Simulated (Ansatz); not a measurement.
System: trigonal Te. Method: r²SCAN in Ansatz (PAW).

Numerical settings: plane-wave cutoff 560 eV, 12×12×6 k mesh (along the axes of the cell as run), Fermi–Dirac smearing 0.01 eV, scalar-relativistic PAW data made under PBE.

Cell (measured lattice):

Te has the trigonal space group P3₁21 (No. 152), Pearson symbol hP3. Conventional cell: a = b = 4.451 Å, c = 5.926 Å, α = β = 90.00°, γ = 120.00°. Te on 3a sees 2 Te at 2.890 Å and 4 Te at 3.450 Å (octahedral). (Neighbours: up to the widest gap in distance over summed covalent radii, below 1.35, at either atom.)

### Question
Give the computed band gap, smallest direct gap on the k points sampled and direct gap at Γ.

### Answer

- band gap: 0.32 eV
- smallest direct gap on the k points sampled: 0.35 eV
- direct gap at Γ: 2.12 eV

Measured, for comparison: band gap 0.33 eV (temperature not stated, no zero-point or thermal correction, compiled measured gap; kind and temperature not stated; as tabulated in Kothakonda et al. (2022), arXiv:2208.02841).

Note: cell and atoms aren't relaxed at this level (largest force component 0.19 eV/Å, pressure 0.4 GPa).

Spin–orbit coupling is not included; with these elements it can move the gap by several tenths of an eV or more.

The computed numbers hold no vibrational or temperature effects.

Ansatz is a quantum-chemistry and plane-wave program.
